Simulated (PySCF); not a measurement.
Consider propiolamide, `C#CC(N)=O` (C3H3NO). Atom numbers as in the mapped SMILES `[CH:1]#[C:2][C:3]([NH2:4])=[O:5]`.

Computed at ωB97X-D3(BJ)/ma-def2-TZVP // PBE0-D3(BJ)/def2-SVP with PySCF (density fitting, grid level 2). Zero-point and thermal terms (298.15 K, 1 bar) come from unscaled PBE0-D3(BJ)/def2-SVP harmonic frequencies, with soft modes damped to free rotors in the entropy.

Task: What are the vertical and the adiabatic ionisation energy for forming the radical cation?

Result: 10.33 eV vertical and 9.95 eV adiabatic, the latter with zero-point energy.

Task: Where does the unpaired spin of the relaxed radical cation sit?

Result: O5 (amide oxygen) 0.82, C1 (alkyne carbon) 0.23 (intrinsic atomic orbital populations).

Task: What oxidation potential follows in THF (IEF-PCM), given that Fc+/Fc comes at 4.74 V absolute with this functional and basis?

Result: In the gas phase ΔG of oxidation is 9.932 eV, and solvation is -35.5 kJ/mol for the parent and -232.1 kJ/mol for the product, so the absolute potential is 7.89 V, or 3.15 V against Fc+/Fc. Fc+/Fc in THF, 4.74 V, is ωB97X-D3(BJ)/ma-def2-TZVP on PBE0-D3(BJ)/def2-SVP structures with GFN2-xTB thermal terms. Benchmark calculations put it near 5.0 V in acetonitrile and DMSO, so it is about 0.3 V low, and the value against it can read up to that much too high. The solvent is electrostatics only, on gas-phase structures; the absolute scale refers to an electron at rest in vacuum.

Task: How far is −ε(HOMO) from the vertical value by ΔSCF?

Result: −ε(HOMO) = 10.48 eV, which is 0.15 eV above the ΔSCF value.
